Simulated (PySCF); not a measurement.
BH2F.
Geometry (PBE0-D3(BJ)/def2-SVP, Å), atoms numbered from 1 in this order:
```
atom  x, y, z in Å
B1    -0.0402    0.0103   -0.2195
F2     1.2260   -0.2170   -0.4976
H3    -0.5366    1.0277   -0.6448
H4    -0.6287   -0.8113    0.4446
```

Level: PBE0/pcSseg-1 and CAM-B3LYP/def2-SVPD in PySCF, non-relativistic, on one gas-phase PBE0-D3(BJ)/def2-SVP geometry that isn't relaxed in the solvent. The solvent is an IEF-PCM continuum (van der Waals radii × 1.2). Specific hydrogen bonds and non-electrostatic terms are outside this model.

Gas phase at PBE0/pcSseg-1: HOMO -9.31 eV, LUMO -1.11 eV, dipole 0.71 D.

Q: What does the continuum do to the energy, the frontier levels and the dipole at PBE0/pcSseg-1 in dimethylsulfoxide and water?

A: 
```csv
solvent,ε,E(solvent) − E(gas) (kcal/mol),polarisation term (kcal/mol),distortion of the solute (kcal/mol),HOMO (eV),LUMO (eV),dipole (D)
dimethylsulfoxide,46.83,-0.84,-0.90,0.06,-9.22,-0.94,0.82
water,78.36,-0.85,-0.91,0.06,-9.22,-0.94,0.82
```

The polarisation term is half the interaction of the solute with the surface charges that it induces; the rest is the cost of distorting the solute's density. The sum is the electrostatic part of solvation alone. From dimethylsulfoxide to water the lowering changes by a factor 1.01, Onsager's factor (ε − 1)/(2ε + 1) by 1.01 and ε itself by 1.7.

Q: Which Mulliken charges (PBE0/pcSseg-1) respond most in dimethylsulfoxide (means over atoms taken as equivalent)?

A: 
| atoms | environment | gas (e) | solvent (e) | change |
| --- | --- | --- | --- | --- |
| F2 | boron-bound fluorine | -0.281 | -0.295 | -0.014 |
| B1 | three-coordinate boron | +0.412 | +0.424 | +0.012 |
| H3/H4 | B–H hydrogen | -0.065 | -0.065 | 0.000 |

Q: Which Mayer bond orders change most in dimethylsulfoxide?

A: 
| bond | length (Å) | gas | solvent | change |
| --- | --- | --- | --- | --- |
| B1–F2 | 1.316 | 1.151 | 1.132 | -0.019 |
| B1–H3 | 1.209 | 0.945 | 0.948 | +0.003 |
| B1–H4 | 1.209 | 0.945 | 0.948 | +0.003 |

Q: How do the nuclear quadrupole coupling constants eQVzz/h respond in dimethylsulfoxide?

A: 
```
  nucleus  Q (barn)  gas (MHz)  solvent (MHz)  η gas  η solvent
11B at B1   0.04059       4.91           4.95   0.49       0.50
```

Gas phase at CAM-B3LYP/def2-SVPD: HOMO -10.88 eV, LUMO -0.11 eV, dipole 0.81 D.

Q: What does the continuum do to the energy, the frontier levels and the dipole at CAM-B3LYP/def2-SVPD in dimethylsulfoxide and water?

A: 
| solvent | ε | E(solvent) − E(gas) (kcal/mol) | polarisation term (kcal/mol) | distortion of the solute (kcal/mol) | HOMO (eV) | LUMO (eV) | dipole (D) |
| --- | --- | --- | --- | --- | --- | --- | --- |
| dimethylsulfoxide | 46.83 | -0.90 | -0.98 | 0.08 | -10.77 | 0.08 | 0.96 |
| water | 78.36 | -0.91 | -1.00 | 0.09 | -10.77 | 0.08 | 0.96 |

Q: How does the static polarisability (CAM-B3LYP/def2-SVPD, frozen core, with the continuum's full static response) change?

A: 
```json
{"medium": "gas", "isotropic (au)": "17.0", "principal values (au)": "14.4, 18.2, 18.5", "⟨r²⟩ of the electrons (bohr²)": "68.3"}
{"medium": "dimethylsulfoxide", "isotropic (au)": "20.0", "principal values (au)": "16.7, 21.2, 22.2", "⟨r²⟩ of the electrons (bohr²)": "68.2"}
{"medium": "water", "isotropic (au)": "20.1", "principal values (au)": "16.7, 21.3, 22.3", "⟨r²⟩ of the electrons (bohr²)": "68.2"}
```

The isotropic value in water is 1.18 times the gas-phase one; no cavity-field correction is applied. ⟨r²⟩ is taken about the centre of nuclear charge.
